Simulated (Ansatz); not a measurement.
# One shape, several levels: BH2ClO (SMILES OBCl)

Wanted: a comparison of 6 runs (HF/STO-3G, HSE06/def2-SVPD, PBE-QIDH/def2-SVPD, r2SCAN/def2-SVPD, r2SCAN0/def2-SVPD, MP2/def2-SVPD) of BH2ClO. 

Program for the calculation: Ansatz 0.2.0.

64 further runs of the same task are left out: 64 set aside as unsound or not needed.

## Step 1: Starting point

The species is BH2ClO (5 atoms), meant as a singlet with charge 0. SMILES: `OBCl`. The B2–H5 distance was set to 1.783 Å, away from the relaxed value. At this shape a bond of the SMILES string is far longer than usual.

Bond lengths: O1–B2 1.340 Å, B2–Cl3 1.766 Å, O1–H4 0.963 Å. Angles: O1–B2–Cl3 121.0°, B2–O1–H4 113.9°. A long bond or contact: B2–H5 1.783 Å.

## Step 2: The energy at HF/STO-3G (run 1)

Contents of run.yaml:

```yaml
crystal:
  periodic: [false, false, false]
  atoms:
    - symbol: O
      position_ang: [-1.285480, -0.279626, -0.248268]
    - symbol: B
      position_ang: [-0.043180, 0.201774, -0.107468]
    - symbol: Cl
      position_ang: [0.366420, 1.834974, -0.640668]
    - symbol: H
      position_ang: [-1.899880, 0.340174, -0.655068]
    - symbol: H
      position_ang: [1.223300, -0.815100, 0.628600]
basis:
  gaussian:
    orbitals: STO-3G
hamiltonian:
  xc: hf
accuracy: high
output: {orbitals: {seedname: orbitals}}
```

Run with:

```console
$ ansatz run run.yaml --threads 1 --pin off --max-ram 3480MiB --events-out events.jsonl --progress --plain --runs-dir runs
```

What it wrote:

```text
Warning: RAYON_NUM_THREADS=1 ignored (pool sized by the plan → 1); use --threads N
Functional definition: HF
  name "HF"
  exchange = exact_x
  correlation = 0
374 factors; integrals over basis functions are off by at most 3.4e-8 eV
mean field evaluation 1: about -15070.7491 eV, gradient 2.3e1 eV
mean field evaluation 2: about -15070.7948 eV, gradient 2.3e1 eV
mean field evaluation 4: about -15073.0062 eV, gradient 1.6e0 eV
mean field evaluation 8: about -15073.0173 eV, gradient 3.3e-4 eV
mean field -15073.01733308 eV, -553.9231701326 hartree, gradient 2.1e-8 eV, S^2 0.000000; 0 other end points of the search recorded, 0 dependent functions left out
reference -15073.01733308 eV, -553.9231701326 hartree; 16, 16 occupied and 5, 5 virtual orbitals, 374 factors
Total energy: -15073.01733308 eV, -553.9231701326 hartree
```

Wall time 0.1 s (1 thread of Arm Neoverse V2, shared host).

## Step 3: A single-point energy at HSE06/def2-SVPD (run 2)

Contents of job.yaml:

```yaml
crystal:
  periodic: [false, false, false]
  atoms:
    - symbol: O
      position_ang: [-1.285480, -0.279626, -0.248268]
    - symbol: B
      position_ang: [-0.043180, 0.201774, -0.107468]
    - symbol: Cl
      position_ang: [0.366420, 1.834974, -0.640668]
    - symbol: H
      position_ang: [-1.899880, 0.340174, -0.655068]
    - symbol: H
      position_ang: [1.223300, -0.815100, 0.628600]
basis:
  gaussian: {orbitals: def2-SVPD}
output: {orbitals: {seedname: orbitals}}
hamiltonian: {xc: hse06}
accuracy: high
```

Run with:

```console
$ ansatz run job.yaml --threads 1 --pin off --max-ram 3480MiB --events-out events.jsonl --progress --plain --runs-dir runs
```

What it wrote:

```text
Warning: RAYON_NUM_THREADS=1 ignored (pool sized by the plan → 1); use --threads N
Functional definition: HSE06
  name "HSE06"
  parameter a = 0.25
  parameter omega = 0.11/bohr
  exchange = pbe_x - a*pbe_x_sr(omega) + a*exact_x_sr(omega)
  correlation = pbe_c
1682 factors; integrals over basis functions are off by at most 3.9e-9 eV
125 factors; integrals over basis functions are off by at most 1.4e-9 eV
mean field evaluation 1: about -15262.2933 eV, gradient 4.6e1 eV
mean field evaluation 2: about -15252.8759 eV, gradient 8.3e1 eV
mean field evaluation 4: about -15265.8985 eV, gradient 2.4e0 eV
mean field evaluation 8: about -15265.9130 eV, gradient 1.5e-1 eV
mean field evaluation 16: about -15265.9131 eV, gradient 8.9e-6 eV
mean field -15265.91310972 eV, -561.0119591745 hartree, gradient 1.6e-8 eV, S^2 0.000000; 0 other end points of the search recorded, 0 dependent functions left out
reference -15265.91311361 eV, -561.0119593175 hartree; 16, 16 occupied and 70, 70 virtual orbitals, 1682 factors
Total energy: -15265.91311361 eV, -561.0119593175 hartree
```

Run time: 4.2 s. Hardware: 1 thread of Arm Neoverse V2, shared host; peak memory 0.24 GiB.

Run 3 isn't shown in full; the table further down has it.

## Step 4: The energy at r2SCAN/def2-SVPD (run 4)

Contents of input.yaml:

```yaml
crystal:
  periodic: [false, false, false]
  atoms:
    - {symbol: O, position_ang: [-1.285480, -0.279626, -0.248268]}
    - {symbol: B, position_ang: [-0.043180, 0.201774, -0.107468]}
    - {symbol: Cl, position_ang: [0.366420, 1.834974, -0.640668]}
    - {symbol: H, position_ang: [-1.899880, 0.340174, -0.655068]}
    - {symbol: H, position_ang: [1.223300, -0.815100, 0.628600]}
basis:
  gaussian:
    orbitals: def2-SVPD
total_charge: 0
hamiltonian:
  xc: {name: r2SCAN}
accuracy: high
output: {orbitals: {seedname: orbitals}}
```

Run with:

```console
$ ansatz run input.yaml --threads 1 --pin off --max-ram 3480MiB --events-out events.jsonl --progress --plain --runs-dir runs
```

What it wrote:

```text
Warning: RAYON_NUM_THREADS=1 ignored (pool sized by the plan → 1); use --threads N
Functional definition: r2SCAN
  name "r2SCAN"
  parameter k0 = 0.174
  parameter k1 = 0.065
  parameter a1 = 4.9479
  exchange = r2scan_x(k0 = k0, k1 = k1, a1 = a1)
  correlation = r2scan_c
1682 factors; integrals over basis functions are off by at most 3.9e-9 eV
mean field evaluation 1: about -15266.9449 eV, gradient 5.0e1 eV
mean field evaluation 2: about -15250.0797 eV, gradient 1.0e2 eV
mean field evaluation 4: about -15271.1949 eV, gradient 3.8e0 eV
mean field evaluation 8: about -15271.2357 eV, gradient 8.1e-2 eV
mean field evaluation 16: about -15271.2357 eV, gradient 8.6e-6 eV
mean field -15271.23571863 eV, -561.2075614443 hartree, gradient 4.6e-8 eV, S^2 0.000000; 0 other end points of the search recorded, 0 dependent functions left out
reference -15271.23571963 eV, -561.2075614812 hartree; 16, 16 occupied and 70, 70 virtual orbitals, 1682 factors
Total energy: -15271.23571963 eV, -561.2075614812 hartree
```

Run time: 7.5 s. Hardware: 1 thread of Arm Neoverse V2, shared host; peak memory 0.23 GiB.

Run 5 isn't shown in full; the table further down has it.

## Step 5: The energy at MP2/def2-SVPD (run 6)

Contents of molecule.yaml:

```yaml
crystal:
  periodic: [false, false, false]
  atoms:
    - {symbol: O, position_ang: [-1.285480, -0.279626, -0.248268]}
    - {symbol: B, position_ang: [-0.043180, 0.201774, -0.107468]}
    - {symbol: Cl, position_ang: [0.366420, 1.834974, -0.640668]}
    - {symbol: H, position_ang: [-1.899880, 0.340174, -0.655068]}
    - {symbol: H, position_ang: [1.223300, -0.815100, 0.628600]}
basis:
  gaussian:
    orbitals: def2-SVPD
correlation:
  method: mp2
  frozen_orbitals: {B: 1, Cl: 5, H: 0, O: 1}
accuracy: high
```

Run with:

```console
$ ansatz run molecule.yaml --threads 1 --pin off --max-ram 3480MiB --events-out events.jsonl --progress --plain --runs-dir runs
```

What it wrote:

```text
Warning: RAYON_NUM_THREADS=1 ignored (pool sized by the plan → 1); use --threads N
[... 4 set-up lines as earlier in the session ...]
1682 factors; integrals over basis functions are off by at most 3.9e-9 eV
mean field evaluation 1: about -15236.7602 eV, gradient 3.2e1 eV
mean field evaluation 2: about -15236.7631 eV, gradient 3.2e1 eV
mean field evaluation 4: about -15238.9135 eV, gradient 2.6e0 eV
mean field evaluation 8: about -15238.9423 eV, gradient 2.1e-4 eV
mean field -15238.94231802 eV, -560.0208008613 hartree, gradient 5.1e-8 eV, S^2 0.000000; 0 other end points of the search recorded, 0 dependent functions left out
7 core orbitals not correlated: weight in the atoms' cores, before any rotation towards them, 1.000 or more for the frozen orbitals, at most 0.000 for the correlated occupied ones
reference -15238.94231802 eV, -560.0208008613 hartree; 9, 9 occupied and 70, 70 virtual orbitals, 1682 factors
second order -11.79162903 eV of doubles, -0.00000000 eV of singles
Total energy: -15250.73394706 eV, -560.4541352356 hartree
```

It took 1.8 s on 1 thread of Arm Neoverse V2, shared host; peak memory 0.2 GiB.

## Step 6: Overview of the runs

```csv
run,level,frozen core orbitals,energy (Eh),HOMO energy (eV),LUMO energy (eV),HOMO–LUMO gap (eV),wall time
1,HF/STO-3G,–,-553.923170,-9.20,7.44,16.64,0.1 s
2,HSE06/def2-SVPD,–,-561.011959,-8.01,-1.11,6.90,4.2 s
3,PBE-QIDH/def2-SVPD,7,-560.886529,-10.33,1.04,11.37,5.4 s
4,r2SCAN/def2-SVPD,–,-561.207561,-7.47,-1.36,6.11,7.5 s
5,r2SCAN0/def2-SVPD,–,-561.189088,-8.58,-0.49,8.09,7.8 s
6,MP2/def2-SVPD,7,-560.454135,–,–,–,1.8 s
```

## Step 7: Results

| quantity | value |
| --- | --- |
| run 6: total energy | -560.45414 Eh |
| run 6: correlation energy (7 core orbitals frozen) | -433.3 mEh |

Over runs 1, 2, 3, 4, 5 the HOMO–LUMO gap runs from 6.11 eV (r2SCAN/def2-SVPD) to 16.64 eV (HF/STO-3G). The two ends differ in method and basis. Totals of different functionals can't be ranked against each other. In run 1 the basis is minimal, so the values are rough. All runs together took 27 s, the longest 7.8 s.
